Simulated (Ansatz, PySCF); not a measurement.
Reaction (SMILES): CNC [N-methylmethanamine] + H+ -> C[NH2+]C
Structures are relaxed separately at B3LYP-D3(BJ)/def2-TZVP in Ansatz (a first-principles code).

Quantity: proton affinity (enthalpy at 298 K, with B3LYP-D3(BJ) rigid-rotor harmonic-oscillator terms from PySCF), positive where the reaction releases energy, in kcal/mol. Cores are frozen in the correlated levels unless marked. No spin-orbit coupling. No relativistic terms. Basis-set limits of correlation are two-point, X^-3; Hartree-Fock from the larger set. [CCSD(T)-MP2]/basis is that difference in the basis named.

```json
[
 {"level": "HF-D3(BJ)/def2-TZVPD", "program": "PySCF + dftd3", "proton affinity (kcal/mol)": "231.1"},
 {"level": "revPBE-D3(BJ)/def2-TZVPD", "program": "Ansatz + dftd3", "proton affinity (kcal/mol)": "223.2"},
 {"level": "r2SCAN/def2-TZVPD", "program": "Ansatz", "proton affinity (kcal/mol)": "221.7"},
 {"level": "r2SCAN0-D4/def2-TZVPD", "program": "Ansatz + dftd4", "proton affinity (kcal/mol)": "222.2"}
]
```

Estimate the value at RI-MP2/CBS(cc-pVTZ,cc-pVQZ)+[CCSD(T)-MP2]/cc-pVTZ as computed with Ansatz.

222.6 kcal/mol
